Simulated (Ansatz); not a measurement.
CF$_{2}$, SMILES `F[C]F`. Charge 0, multiplicity 1. Geometry: relaxed with PBE0-D4/def2-TZVP.

```xyz
3

F    -0.907    0.198    0.512
C    -0.105   -0.426   -0.293
F     1.011    0.229   -0.219
```

(1) What is the dipole moment at B3LYP/def2-TZVPP? (Estimate.)

(2) And with PBE, r2SCAN, ωB97M-V? (An estimate is asked.)

(3) Give the Mulliken charges with B3LYP, r2SCAN, ωB97M-V in def2-TZVPP. (Estimate.)

Results:

(1) Ansatz gave: 0.67 D, with components (0.13, 0.54, 0.37) D in this frame, pointing from negative to positive charge.

(2) Computed: PBE 0.82 D, r2SCAN 0.77 D, ωB97M-V 0.65 D.

(3) Computed: 
```json
{"atom": "F1", "B3LYP": "-0.07", "r2SCAN": "-0.07", "ωB97M-V": "-0.08"}
{"atom": "C2", "B3LYP": "0.15", "r2SCAN": "0.14", "ωB97M-V": "0.15"}
{"atom": "F3", "B3LYP": "-0.07", "r2SCAN": "-0.07", "ωB97M-V": "-0.08"}
```

B3LYP here is the variant with VWN-RPA as its local correlation; programs differ in this.
